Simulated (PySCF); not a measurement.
**One shape, several levels: singlet [N2H3]+**

Aim: a comparison of 6 runs (HF/STO-3G, B3LYP/6-31G*, M06-L/def2-TZVP, PBE/def2-TZVP, wB97X/def2-TZVP, SCS-MP2/def2-TZVP) of singlet [N2H3]+. Input form: a Python script.

Program for the calculation: PySCF 2.14.0.

4 further runs of the same task are left out: 4 set aside as unsound or not needed.

### Step 1. The molecule

[N2H3]+: 5 atoms, total charge +1, spin state singlet. As SMILES of the parent species, `[NH]N`. Geometry: relaxed at PBE0-D4/def2-TZVP. This is one conformer, not always the lowest. That shape belongs to the parent species and isn't relaxed for this state.

Bond lengths: N1–N2 1.338 Å, N1–H3 1.021 Å, N2–H4 1.008 Å, N2–H5 1.012 Å. Angles: N1–N2–H4 113.9°, N1–N2–H5 120.9°, N2–N1–H3 106.1°, H4–N2–H5 114.6°.

### Step 2. The energy at HF/STO-3G (run 1)

run.py reads:

```python
from pyscf import gto, scf

mol = gto.M(
    atom='''
N       -0.187600      -0.818050       0.454040
N       -0.128660       0.235610      -0.368450
H        0.759840      -0.951450       0.811270
H       -1.030950       0.592300      -0.640030
H        0.587360       0.941580      -0.256830
''',
    charge=1,
    spin=0,
    verbose=3,
    max_memory=1860,
    basis='sto-3g',
)

mf = scf.RHF(mol)
mf.conv_tol = 1e-10
mf.kernel()
if not mf.converged:
    mf = mf.newton().run(mf.mo_coeff, mf.mo_occ)

energy = mf.e_tot
print(f'total energy: {energy:.8f} hartree')
```

Started as:

```
$ OMP_NUM_THREADS=1 python run.py
```

The program printed:

```text
converged SCF energy = -108.898409186711
total energy: -108.89840919 hartree
```

Run time: 0.48 s. Hardware: 1 thread of Arm Neoverse V2, shared host; peak memory 0.1 GiB.

### Step 3. A single-point energy at B3LYP/6-31G(d) (spherical functions) (run 2)

geometry.xyz reads:

```xyz
5

N     -0.187600    -0.818050     0.454040
N     -0.128660     0.235610    -0.368450
H      0.759840    -0.951450     0.811270
H     -1.030950     0.592300    -0.640030
H      0.587360     0.941580    -0.256830
```

input.py reads:

```python
from pyscf import gto, dft

system = gto.M(
    atom='geometry.xyz',
    verbose=3,
    max_memory=1860,
    basis='6-31g*',
    charge=1,
)

calc0 = dft.RKS(system, xc='b3lyp')
calc0.grids.level = 5
calc0.conv_tol = 1e-10
calc0.kernel()
if not calc0.converged:
    calc0 = calc0.newton().run(calc0.mo_coeff, calc0.mo_occ)

e_final = calc0.e_tot
print(f'total energy: {e_final:.8f} hartree')
```

Started as:

```
$ OMP_NUM_THREADS=1 python input.py
```

The program printed:

```text
converged SCF energy = -110.920010592839
total energy: -110.92001059 hartree
```

It took 3.3 s on 1 thread of Arm Neoverse V2, shared host; peak memory 0.23 GiB.

Runs 3 to 5 aren't shown in full; the table further down has their settings and results.

### Step 4. A single-point energy at SCS-MP2/def2-TZVP (run 6)

input.xyz reads:

```xyz
5

N     -0.187600    -0.818050     0.454040
N     -0.128660     0.235610    -0.368450
H      0.759840    -0.951450     0.811270
H     -1.030950     0.592300    -0.640030
H      0.587360     0.941580    -0.256830
```

job.py reads:

```python
from pyscf import gto, scf, mp

mol = gto.M(
    atom='input.xyz',
    verbose=4,
    max_memory=1860,
    basis='def2-tzvp',
    charge=1,
    spin=0,
)

calc0 = scf.RHF(mol)
calc0.conv_tol = 1e-10
calc0.kernel()
if not calc0.converged:
    calc0 = calc0.newton().run(calc0.mo_coeff, calc0.mo_occ)

pt = mp.MP2(calc0, frozen=2).run()
etot = calc0.e_tot + 1.2 * pt.e_corr_os + pt.e_corr_ss / 3
print(f'total energy: {etot:.8f} hartree')
```

Started as:

```
$ OMP_NUM_THREADS=1 python job.py
```

The program printed:

```text
PySCF version 2.14.0

[... 65 lines left out ...]
converged SCF energy = -110.323521079304
[... 1 line left out ...]
******** <class 'pyscf.mp.mp2.RMP2'> ********
nocc = 6, nmo = 78
frozen orbitals 2
E(RMP2) = -110.721933311336  E_corr = -0.398412232032349
E(SCS-RMP2) = -110.720834195173  E_corr = -0.397313115868826
E_corr(same-spin) = -0.0932094952730687
E_corr(oppo-spin) = -0.305202736759281
total energy: -110.72083420 hartree
```

It took 1.2 s on 1 thread of Arm Neoverse V2, shared host; peak memory 0.17 GiB.

### Step 5. All runs side by side

```
run                               level  integration grid  frozen core orbitals  energy (Eh)  HOMO energy (eV)  LUMO energy (eV)  HOMO–LUMO gap (eV)  wall time
  1                           HF/STO-3G                 –                     –  -108.898409            -21.54             -5.21               16.34     0.48 s
  2  B3LYP/6-31G* (spherical functions)                 5                     –  -110.920011            -17.25            -11.62                5.63      3.3 s
  3                     M06-L/def2-TZVP                 5                     –  -110.954037            -16.06            -12.37                3.69       15 s
  4                       PBE/def2-TZVP                 5                     –  -110.846057            -15.75            -12.70                3.05      6.3 s
  5                     wB97X/def2-TZVP                 5                     –  -110.937416            -20.15             -8.86               11.29       10 s
  6                   SCS-MP2/def2-TZVP                 –                     2  -110.720834            -22.14             -6.48               15.66      1.2 s
```

### Step 6. Outcome

```
                                          quantity          value
                               run 6: total energy  -110.72083 Eh
        run 6: HOMO energy (Hartree–Fock orbitals)      -22.14 eV
        run 6: LUMO energy (Hartree–Fock orbitals)       -6.48 eV
      run 6: HOMO–LUMO gap (Hartree–Fock orbitals)       15.66 eV
run 6: correlation energy (2 core orbitals frozen)     -397.3 mEh
```

**Reading.** Over runs 1, 2, 3, 4, 5 the HOMO–LUMO gap runs from 3.05 eV (PBE/def2-TZVP) to 16.34 eV (HF/STO-3G). The two ends differ in method and basis. Totals of different functionals can't be ranked against each other. In run 1 the basis is minimal, so the values are rough. All runs together took 37 s, the longest 15 s.
